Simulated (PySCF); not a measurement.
E-propargylimine, C3H3N.
Structure used (PBE0-D3(BJ)/def2-SVP), in Å, numbered top down from 1:
```
atom  x, y, z in Å
H1     2.4024    0.0745   -0.5954
N2     1.4195    0.3121   -0.7589
C3     0.7092   -0.1460    0.1927
C4    -0.7149    0.0307    0.2352
C5    -1.9182    0.1463    0.3294
H6     1.1211   -0.7065    1.0537
H7    -2.9852    0.2597    0.3932
```

Jobs on this species (7 atoms, 28 electrons) with PySCF (density fitting). Hardware of each: one thread, Intel Xeon Platinum 8259CL at 2.50 GHz (x86_64), shared host. The host was shared with other jobs, so the times are rough. Peak memory is the resident size of the whole Python process, interpreter and libraries included.

Problem. Rank these jobs by wall time, shortest first.
A. wB97X-D/def2-SVPD; 10 singlets by full TDDFT, 4 Tamm–Dancoff triplets, polarisability, ΔSCF ions; 104 basis functions
B. PBE0-D3(BJ)/def2-SVP, grid level 1; geometry optimisation from a GFN2-xTB start shaken at random; 71 basis functions
C. BHandHLYP/aug-pcX-1 (pcseg-1 on H); K-edge TDA, 24 lines; 147 basis functions

Solution. C (5.6 s), B (14 s), A (41 s).

All jobs:

| level and settings | work | basis functions | SCF cycles | wall time | peak memory |
| --- | --- | --- | --- | --- | --- |
| PBE0/pcSseg-1 | shieldings, charges and field gradients | 83 | 13 | 5.4 s | 0.39 GiB |
| BHandHLYP/aug-pcX-1 (pcseg-1 on H) | K-edge TDA, 24 lines | 147 | 13 | 5.6 s | 0.52 GiB |
| wB97X-D/def2-SVPD, IEF-PCM dichloromethane | 6 singlets by full TDDFT, polarisability | 104 | 14 | 5.6 s | 0.47 GiB |
| PBE0/pcSseg-1, IEF-PCM dichloromethane | shieldings, charges and field gradients | 83 | 14 | 5.6 s | 0.47 GiB |
| B3LYP/pcJ-1 | spin–spin couplings from 7 perturbed nuclei | 138 | 14 | 10 s | 0.54 GiB |
| delta-SCF UKS SCAN, pcX-2 on the ionised atom, pcseg-1 elsewhere, spin-free X2C | ΔSCF core ionisation, 4 holes | 102 | 85 | 13 s | 0.47 GiB |
| PBE0-D3(BJ)/def2-SVP, grid level 1 | geometry optimisation from a GFN2-xTB start shaken at random | 71 | 58 | 14 s | 0.31 GiB |
| wB97X-D/pcSseg-2 | shieldings | 186 | 14 | 14 s | 0.83 GiB |
| wB97X-D/def2-SVPD | 10 singlets by full TDDFT, 4 Tamm–Dancoff triplets, polarisability, ΔSCF ions | 104 | 14 | 41 s | 0.47 GiB |

Problem. What do all jobs in the table cost together?

Solution. About 1.9 min; the longest takes about 36 % of that, and about 7.6 times as long as the shortest.
